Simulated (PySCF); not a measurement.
Computed with PBE0 in PySCF with S def2-TZVP, O def2-TZVP, F def2-TZVP; no relativity; density-fitted integrals. Open shells, if any, are unrestricted.

What shape and geometry does isolated singlet SOF2 take (every ligand bound to S)?

Counting electrons, sulfur keeps 2 of its valence electrons outside its bonds, so the VSEPR class is AX3E1 and the expected shape is trigonal pyramidal; with unlike ligands the computed point group is Cs. The lowest minimum found is a singlet of Cs symmetry with S–F 1.588 Å (×2), S–O 1.419 Å; F–S–F 93.0°, F–S–O 106.5° (×2). Its harmonic wavenumbers are 375 (a'), 395 (a''), 534 (a'), 762 (a''), 827 (a'), 1373 (a') cm⁻¹ and its dipole moment is 1.65 D.

Only a few start shapes were tried, so a lower isomer may exist.
